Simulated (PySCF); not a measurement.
Potential energy of SiH⁺ along the bond

Set-up: basis Si def2-TZVPPD, H def2-TZVPPD; no relativity; PySCF 2.14. Energies in eV from Si⁺ + H in their ground configurations at the same level. All curves are PBE0. state 1: ¹Σ⁺ (singlet), closed shell; state 2: ³Π (triplet), unpaired electrons σ ↑, π ↑, a second solution, started from another occupation.

```csv
R (Å),state 1,state 2
1.307,-2.748,-0.759
1.368,-3.015,-1.014
1.429,-3.170,-1.167
1.474,-3.227,-1.231
1.520,-3.244,-1.260
1.566,-3.228,-1.263
1.626,-3.164,-1.236
1.702,-3.032,-1.171
1.794,-2.820,-1.069
1.915,-2.481,-0.927
```

Q: Put a parabola through the three lowest points of the state 1 curve and estimate Re, k and ωe (reduced mass 0.9728 u; 1 eV/Å² = 0.16022 mdyn/Å; ωe = 1302.8·√(k/μ) cm⁻¹).

A: Through R = 1.474, 1.52, 1.566 Å the second-order coefficient is 7.80 eV/Å², so Re ≈ 1.521 Å, k ≈ 2.50 mdyn/Å and ωe ≈ 2088 cm⁻¹. A polynomial fit of higher order to the unrounded PBE0 energies gives Re = 1.519 Å, k = 2.59 mdyn/Å, ωe = 2124 cm⁻¹; anharmonicity and rounding make the difference.

The higher-order fit for each curve: state 1: Re = 1.519 Å, ωe = 2124 cm⁻¹, De = 3.24 eV; state 2: Re = 1.548 Å, ωe = 1733 cm⁻¹, minimum 1.26 eV below the ground-state fragments.

For an ion De counts to the pair picked by the measured ionisation energies or electron affinities, which need not be the lowest pair at this level.
